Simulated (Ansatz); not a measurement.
Geometry optimisation, RKS PBE0/def2-SVP in Ansatz 0.2.0.

The input (input.yaml):

```yaml
crystal:
  periodic: [false, false, false]
  atoms:
    - { symbol: C, position_ang: [-0.6329, 1.6804, -0.3783] }
    - { symbol: C, position_ang: [-0.2244, 0.5385, -0.1266] }
    - { symbol: C, position_ang: [0.1726, -0.5522, 0.105] }
    - { symbol: C, position_ang: [0.7402, -1.727, 0.3796] }
    - { symbol: H, position_ang: [-1.02167, 0.96662, 0.481] }
    - { symbol: H, position_ang: [-1.2687, 2.281, 0.3421] }
    - { symbol: H, position_ang: [0.1095, -2.6188, 0.1553] }
    - { symbol: H, position_ang: [1.6796, -1.8439, 0.8331] }
basis:
  gaussian: { orbitals: def2-SVP }
hamiltonian:
  xc: pbe0
relax:
  f_tol: 0.02
  max_steps: 50
```

Run as:

```bash
$ ansatz run input.yaml --threads 1 --pin off --max-ram 2048MiB --backend cpu --events-out ev --progress --plain --runs-dir out
```

Task: Where does it end, and by what steps?

Result: The run converged. After 13 steps the energy has fallen by 6.226 eV; H5 moved furthest, 1.28 Å. The start is strongly strained (largest force component 11 eV/Å), so its close contacts needn't be bonds. Parted: C2–H5 (1.09 → 2.11 Å).

| step | energy less start (eV) | largest force component (eV/Å) | accepted |
| --- | --- | --- | --- |
| 0 | 0.0000 | 11.209 | yes |
| 1 | -1.8549 | 2.404 | yes |
| 2 | -2.4059 | 2.054 | yes |
| 3 | -2.5781 | 2.595 | yes |
| 4 | -3.0097 | 2.528 | yes |
| 5 | -3.3221 | 4.253 | yes |
| 6 | -3.8749 | 4.600 | yes |
| 7 | -4.8454 | 3.312 | yes |
| 8 | -5.6653 | 1.724 | yes |
| 9 | -5.9932 | 1.266 | yes |
| 10 | -6.1615 | 0.506 | yes |
| 11 | -6.2082 | 0.156 | yes |
| 12 | -6.2261 | 0.022 | yes |
| 13 | -6.2263 | 0.008 | yes |

```xyz
8
Properties=species:S:1:pos:R:3
C -1.034 1.530 0.106
C -0.374 0.391 0.188
C 0.263 -0.710 0.264
C 0.923 -1.848 0.342
H -2.124 1.564 0.209
H -0.514 2.477 -0.068
H 0.402 -2.797 0.514
H 2.012 -1.883 0.237
```

Whether the end is a true minimum wasn't checked by a vibrational analysis.

Run time: 73 s on 1 thread of Intel(R) Xeon(R) Processor @ 2.50GHz (Skylake/Cascade Lake), on a shared host, peak memory 0.17 GiB.
